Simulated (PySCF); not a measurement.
## Working out the ionisation energy of B

B [He] 2s2 2p1 (2P) → B+ [He] 2s2 (1S). Calculation: PySCF 2.14, in x2c-TZVPall (5s3p2d1f, 31 functions); the spin-free X2C one-electron Hamiltonian (Gaussian nucleus). Frozen: 1s2. Energies in hartree (1 hartree = 27.21139 eV):

```
            part   B (lower)  B+ (upper)
             UHF  -24.539064  -24.243658
CCSD correlation   -0.064259   -0.059444
             (T)   -0.001313    0.000000
```

**Question.** What does Hartree-Fock give?

**Answer.** (-24.243658) − (-24.539064) = 0.295406 hartree = 8.038 eV.

**Question.** What do CCSD and CCSD(T) give?

**Answer.** The CCSD correlation energies differ by 0.004815 hartree = 0.131 eV and the triples by 0.001313 hartree = 0.036 eV, so CCSD gives 8.169 eV and CCSD(T) 8.205 eV.

Measured between the centres of the two terms (NIST): 8.297 eV, so CCSD(T) (valence) is off by -0.092 eV.

The coupled-cluster amplitudes are large, so a single reference is strained.

What remains against the reference includes basis incompleteness, the frozen core and higher excitations.
